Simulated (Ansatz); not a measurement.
# How methods differ on [SF3]+ (SMILES F[S+](F)F)

[SF3]+ has 4 atoms, charge +1, and is taken as a singlet. SMILES: `F[S+](F)F`. Geometry: relaxed at PBE0-D4/def2-TZVP.

```jsonl
{"atom": "F", "x (Å)": "0.6230", "y (Å)": "0.1910", "z (Å)": "1.1678"}
{"atom": "S", "x (Å)": "0.4328", "y (Å)": "-0.0586", "z (Å)": "-0.3017"}
{"atom": "F", "x (Å)": "-0.5454", "y (Å)": "-1.1975", "z (Å)": "-0.2386"}
{"atom": "F", "x (Å)": "-0.5104", "y (Å)": "1.0650", "z (Å)": "-0.6274"}
```

Quantity: the vertical electron affinity (to the doublet neutral), in eV. The values are calculated.

The electron affinity is E(neutral) − E(anion): positive where the electron is bound.

```json
{"level": "SVWN5/6-311+G**", "kind": "LDA", "program": "Ansatz", "value (eV)": "6.42", "less CCSD(T)/6-311+G**": "+0.49", "CPU time (all runs)": "5 s"}
{"level": "r2SCAN0/6-311+G**", "kind": "hybrid meta-GGA", "program": "Ansatz", "value (eV)": "6.57", "less CCSD(T)/6-311+G**": "+0.64", "CPU time (all runs)": "45 s"}
{"level": "wB97X/6-311+G**", "kind": "range-separated hybrid", "program": "Ansatz", "value (eV)": "6.40", "less CCSD(T)/6-311+G**": "+0.47", "CPU time (all runs)": "2.1 min"}
{"level": "PBE-QIDH/6-311+G**", "kind": "double hybrid", "program": "Ansatz", "value (eV)": "6.38", "less CCSD(T)/6-311+G**": "+0.45", "CPU time (all runs)": "28 s"}
{"level": "RPA@PBE/6-311+G**", "kind": "RPA", "program": "Ansatz", "value (eV)": "6.10", "less CCSD(T)/6-311+G**": "+0.17", "CPU time (all runs)": "16 s"}
{"level": "RPA@PBE0/6-311+G**", "kind": "RPA", "program": "Ansatz", "value (eV)": "6.01", "less CCSD(T)/6-311+G**": "+0.08", "CPU time (all runs)": "29 s"}
{"level": "CCSD(T)/6-311+G**", "kind": "coupled cluster or CI", "program": "Ansatz", "value (eV)": "5.93", "less CCSD(T)/6-311+G**": "0.00", "CPU time (all runs)": "50 s"}
{"level": "CCSD/6-311+G**", "kind": "coupled cluster or CI", "program": "Ansatz", "value (eV)": "5.98", "less CCSD(T)/6-311+G**": "+0.05", "CPU time (all runs)": "39 s"}
```

Differences are taken from CCSD(T)/6-311+G** for orientation; it has basis-set and higher-order errors of its own. The values span 5.93 to 6.57 eV. Times are those of the runs behind each value, whatever else they computed, on shared processors of several kinds: orders of magnitude only.
